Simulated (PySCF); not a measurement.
**CCl3F: core ionisation energies**

Compound: trichlorofluoromethane, CCl3F.
Z-matrix (Å and degrees, GFN2-xTB geometry), rows numbered from 1:
```
F 
C   1  1.3373
Cl  2  1.7710  1  108.58
Cl  2  1.7710  1  108.55  3   120.02
Cl  2  1.7708  1  108.52  3  -120.01
```

The calculation used delta-SCF UKS SCAN, pcX-2 on the ionised atom, pcseg-1 elsewhere, spin-free X2C in PySCF. These are vertical core ionisation energies against the vacuum level, from separate self-consistent calculations with and without the core hole.

Give the core binding energies atom by atom.

```json
{"atom(s)": "F1", "bonded to": "C", "level": "F 1s", "binding energy (eV)": "694.38", "2p1/2 (eV)": "–", "count": "1"}
{"atom(s)": "C2", "bonded to": "F and 3 Cl", "level": "C 1s", "binding energy (eV)": "297.98", "2p1/2 (eV)": "–", "count": "1"}
{"atom(s)": "Cl3/Cl4/Cl5", "bonded to": "C", "level": "Cl 2p3/2", "binding energy (eV)": "207.29", "2p1/2 (eV)": "208.95", "count": "3"}
{"atom(s)": "Cl3/Cl4/Cl5", "bonded to": "C", "level": "Cl 1s", "binding energy (eV)": "2829.86", "2p1/2 (eV)": "–", "count": "3"}
```

Which photon energy gives electrons from Cl 1s of Cl3/Cl4/Cl5 a kinetic energy of 50 eV, and what is their de Broglie wavelength?

hν = 2829.86 + 50 = 2879.86 eV, recoil neglected; λ = 12.264 Å/√(E/eV) = 1.73 Å.

The first atom of each set that the bonding makes equivalent was ionised and stands for the set. Spin–orbit coupling isn't in the SCF: each 2p doublet comes from a relaxed spin-free hole plus a matrix of the shell (mean-field spin–orbit coupling and the ground-state 2p splitting), with 2p3/2 averaged over its two sublevels. 2p1/2 minus 2p3/2 (ligand field included): Cl 1.65 eV. Isolated species at its GFN2-xTB geometry, gas phase.
